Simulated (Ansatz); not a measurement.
A made-up structure of CH₃SSi, doublet:

```csv
atom,x (Å),y (Å),z (Å)
Si1,-0.9862,0.9001,-0.6333
C2,0.1937,-0.3912,-0.0657
S3,1.3336,-0.1626,1.1659
H4,-0.3055,-0.4278,0.8687
H5,0.3125,-1.3746,-0.5181
H6,0.9734,1.0924,1.5149
```

It is relaxed with PBE-D4/def2-SVP and then PBE0-D4/def2-TZVP (Ansatz 0.2.0). Atoms count as bonded within 1.22 times the sum of their covalent radii (H–H: 0.88 Å). The end point is not checked to be a true minimum.

(1) Does its bonding change? (Judge from chemistry; the calculation decides.)

Results:

(1) The calculation gives: No: no bond forms or breaks.

Where it ends: The first stage lowers the energy by 1.58 eV in 11 steps. It ends as CH₃SSi ([Si][CH2][SH]):
Si1  (-0.847, 0.999, -0.644)
C2  (0.035, -0.445, 0.195)
S3  (1.422, -0.065, 1.304)
H4  (-0.752, -0.978, 0.751)
H5  (0.381, -1.148, -0.572)
H6  (1.282, 1.273, 1.299)
(Å)

Labels in which every atom is bracketed show which atoms are joined, not bond orders.

For scale, one of the runs: PBE0-D4/def2-TZVP relaxation, 123 basis functions, launched by `ansatz run in.yaml --threads 2 --pin off --events-out ev --progress --plain --max-ram 4352MiB`. The run took about 61 s on 2 CPU threads of an Intel Xeon Platinum 8488C (shared host).
